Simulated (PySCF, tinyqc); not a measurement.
Inside a calculation. Method: CIS on RHF in the sto-6g basis, frozen core, for HF, spin multiplicity 1. The lowest restricted solution is unstable here: a spin-polarised one lies 0.0128 hartree lower (PySCF). One step of it, computed by the program tinyqc.

Problem. Orthogonalisation. S = U s U^T; symmetric (Loewdin) form X = U s^(-1/2) U^T, so that X^T S X = 1.

overlap S, order 1F 1s, 1F 2s, 1F 2px, 1F 2py, 1F 2pz, 2H 1s:
$$\begin{pmatrix}
1.000000 & 0.232479 & 0.000000 & 0.000000 & 0.000000 & 0.019959 \\
0.232479 & 1.000000 & 0.000000 & 0.000000 & 0.000000 & 0.232952 \\
0.000000 & 0.000000 & 1.000000 & 0.000000 & 0.000000 & 0.000000 \\
0.000000 & 0.000000 & 0.000000 & 1.000000 & 0.000000 & 0.000000 \\
0.000000 & 0.000000 & 0.000000 & 0.000000 & 1.000000 & 0.205687 \\
0.019959 & 0.232952 & 0.000000 & 0.000000 & 0.205687 & 1.000000
\end{pmatrix}$$

Give: eigenvalues of S; X.

Solution.

eigenvalues of S: [0.6437, 0.8595, 1.0000, 1.0000, 1.1219, 1.3749]

X, order 1F 1s, 1F 2s, 1F 2px, 1F 2py, 1F 2pz, 2H 1s:
$$\begin{pmatrix}
1.0214 & -0.1229 & 0.0000 & 0.0000 & -0.0022 & 0.0118 \\
-0.1229 & 1.0441 & 0.0000 & 0.0000 & 0.0198 & -0.1267 \\
0.0000 & 0.0000 & 1.0000 & 0.0000 & 0.0000 & 0.0000 \\
0.0000 & 0.0000 & 0.0000 & 1.0000 & 0.0000 & 0.0000 \\
-0.0022 & 0.0198 & 0.0000 & 0.0000 & 1.0171 & -0.1096 \\
0.0118 & -0.1267 & 0.0000 & 0.0000 & -0.1096 & 1.0393
\end{pmatrix}$$
